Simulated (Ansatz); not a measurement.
bcc Nb, treated with r²SCAN (Ansatz, a program for electronic structure, PAW).

A relaxed, unreconstructed slab of the (211) face has 12 atoms, two equal faces of 13.374 Å² each and an energy of -54759.3532 eV. A bulk cell of 6 atoms with the same orientation and in-plane k mesh has -27381.7788 eV. Energies are extrapolated to zero smearing.

Run with plane-wave cutoff 500 eV, 12×20×1 k mesh (along the axes of the cell as run), Fermi–Dirac smearing 0.1 eV, scalar-relativistic PAW data made under PBE.

Worked out: γ = (E_slab − N E_bulk per atom)/2A = [-54759.3532 − 12 × (-27381.7788/6)]/(2 × 13.374) = 0.1572 eV/Å². With 16.022 J/m² per eV/Å² this is 2.52 J/m², or 2.10 eV per surface cell and face.
